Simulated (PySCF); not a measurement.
# BPH₆, an adduct: interaction energy

An exercise on one series of results from a longer session: the logs are not shown, and one member is left open.

Programs: PySCF 2.14.0. All values are calculated, for the isolated system unless a continuum is named. Atoms count from 0, parts from 1.

### Starting point

8 atoms, charge 0, multiplicity 1; geometry: GFN2-xTB. Parts: 1 = atoms 0–3, `B`, charge 0; 2 = atoms 4–7, `P`, charge 0. In the given geometry B0 and P4 of different parts are bonded (1.90 Å), so values for the parts refer to these atom groups.

The first run:

Job settings and geometry (Å):

```
{"job": {"xc": "PBE0", "basis": "def2-SVPD", "d3": "d3bj", "grid": 2, "kind": "geom", "shake": 0.01}, "charge": 0, "multiplicity": 1, "parts": [{"atoms": "0-3", "charge": 0, "multiplicity": 1}, {"atoms": "4-7", "charge": 0, "multiplicity": 1}]}
B     -0.129455     0.188747     0.803704
H     -1.208887    -0.213401     0.435337
H      0.151437     1.225265     0.252776
H      0.744726    -0.605486     0.826985
P     -0.426127     0.692468     2.611795
H     -0.815189    -0.244741     3.553919
H      0.619581     1.236063     3.373557
H     -1.356844     1.654748     2.962845
```

Started as:

```sh
> OMP_NUM_THREADS=1 python cluster_run.py task.json out
```

This one command runs all jobs of the session in turn.

Among the steps run: Geometry optimisation at PBE0-D3(BJ)/def2-SVPD; Coupled-cluster interaction energy: CCSD(T) and MP2.

One of the session's tables, all rows but one given; the rest of the session is left out.

It belongs to the step «Coupled-cluster interaction energy: CCSD(T) and MP2». 

| method | interaction energy (kcal/mol) |
| --- | --- |
| HF/aug-cc-pVDZ | ? |
| MP2/aug-cc-pVDZ | -33.24 |
| CCSD/aug-cc-pVDZ | -29.08 |
| CCSD(T)/aug-cc-pVDZ | -30.41 |
| HF/aug-cc-pVTZ | -23.96 |
| MP2/aug-cc-pVTZ | -37.46 |
| SCS-MP2/aug-cc-pVTZ | -33.53 |
| MP2, extrapolated | -38.57 |
| CCSD(T), limit estimate | -35.73 |

Q: Estimate the row for HF/aug-cc-pVDZ from the others.

The run gave: interaction energy (kcal/mol): -22.38. In the column «interaction energy (kcal/mol)» it is the highest.

At this geometry B0 and P4 of different parts are bonded (1.92 Å), so this energy is that of a chemical bond rather than of a weak contact.

Limits of these values: The interaction energy leaves out the deformation of the parts, 13.15 kcal/mol at MP2. So large a deformation means that a part is far from its own minimum, so a sum across the two methods would be rough.
